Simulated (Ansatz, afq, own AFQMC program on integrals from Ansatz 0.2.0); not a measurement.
AlSiH, triplet: AFQMC among the cluster methods

```xyz
3

Si    0.0000    0.0000    2.0886
Al    0.0000    0.0000   -0.2449
H     0.0000    0.0000   -1.8437
```

Connectivity, by distances: Si–AlH.

Basis 6-31G. Noble-gas cores (and the filled d shells of Ga–Kr and In–Xe) are frozen. AFQMC by an in-house program on the Cholesky factors that Ansatz 0.2.0 writes for its CCSD(T) run. The CISD trial takes its coefficients from CCSD amplitudes. Released means that phaseless walkers are propagated on without the constraint, phases kept. ± is one standard error of the sampling.

Determinant: UHF, the one that the program's search chose, which needn't be the lowest solution. The geometry is a point of a scan.

Full CI on the same integrals is exact in this basis and with this determinant's frozen core.

Cautions: lower spins were not checked; the released energies are still falling, so no released level is given (meV from the phaseless value at times in 1/Eh: -4 ± 3 at 0.24, -3.1 ± 2.3 at 0.51, -5.7 ± 1.6 at 0.99, -8.1 ± 1.5 at 1.62, -11.6 ± 1.7 at 2.40), though the last usable value meets full CI within the noise.

The T1 diagnostic is 0.0327 and the weight of the determinant in the CISD state is 0.896. The ⟨S²⟩ of the determinant is 2.007 and the size of the correlated space is 8 electrons in 18 orbitals.

Reference: full CI, correlation energy -2.361 eV.

| level | E − E(reference) (kJ/mol) | share of correlation (%) |
| --- | --- | --- |
| HF | 227.8 | 0.00 |
| MP2 | 68.2 | 70.04 |
| CCSD | 10.5 | 95.38 |
| CCSD(T) | 3.5 | 98.47 |
| CCSDT | 0.7 | 99.71 |
| CCSDT(Q) | 0.1 | 99.97 |
| CCSDTQ | 0.0 | 99.98 |
| ph-AFQMC/HF | 4.7 ± 1.5 | 97.95 |
| ph-AFQMC/CISD | 1.3 ± 0.2 | 99.43 |

CCSDT and higher add their correlation energy to the determinant of the CCSD(T) run, since their own runs factorise the integrals more tightly (a shift of under 2 meV). A walk keeps the symmetry of its determinant, which the program's search chose and which needn't be the lowest solution, so a lower state of the same spin and another symmetry isn't excluded.
